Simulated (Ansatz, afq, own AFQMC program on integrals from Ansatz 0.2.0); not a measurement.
## TiN⁺, singlet: AFQMC among the cluster methods

```xyz
2

Ti    0.0000    0.0000    0.0000
N     0.0000    0.0000    1.2290
```

Basis def2-SVP. Only valence electrons are correlated. AFQMC by an in-house program on the Cholesky factors that Ansatz 0.2.0 writes for its CCSD(T) run. The CISD trial takes its coefficients from CCSD amplitudes. Released means that phaseless walkers are propagated on without the constraint, phases kept. Error bars are statistical, one sigma. The metal's outer-core s and p shells are frozen, which shifts wave-function levels against functionals.

Determinant: RHF, the one that the program's search chose, which needn't be the lowest solution. The geometry is a point of a scan.

No full CI on the walks' own integrals is used here; CCSDT(Q) serves as the reference and is uncertain by about the last step of the cluster series.

Cautions: no relativity below Rb; outer-core shells of the metal frozen; higher spins were not checked.

- T1 diagnostic: 0.0253
- weight of the determinant in the CISD state: 0.910
- size of the correlated space: 8 electrons in 35 orbitals

```csv
level,correlation energy (eV)
MP2,-6.6619
CCSD,-6.5188
CCSD(T),-6.7937
```

(1) Estimate where AFQMC with the constraint released lies against CCSD(T) on the same integrals.

(1) 1.6 ± 2.7 kJ/mol below CCSD(T). The gap is under twice the noise, so this walk alone can't tell the two apart.

Reference: CCSDT(Q), correlation energy -6.825 eV. The released energy is read at 4.20 1/Eh (meV from the phaseless value at times in 1/Eh: -50 ± 12 at 0.60, -14 ± 13 at 1.20, -30 ± 16 at 2.00, -30 ± 17 at 3.00, -2 ± 28 at 4.20).

| level | E − E(reference) (kJ/mol) | share of correlation (%) |
| --- | --- | --- |
| CCSD(T) | 3.0 | 99.55 |
| CCSDT | 2.5 | 99.62 |
| ph-AFQMC/CISD | 1.6 ± 1.6 | 99.76 |
| released AFQMC | 1.4 ± 2.7 | 99.79 |

A walk keeps the symmetry of its determinant, which the program's search chose and which needn't be the lowest solution, so a lower state of the same spin and another symmetry isn't excluded. Released energies are given only where the last usable release times agree within the noise; a slower fall can still hide under it.
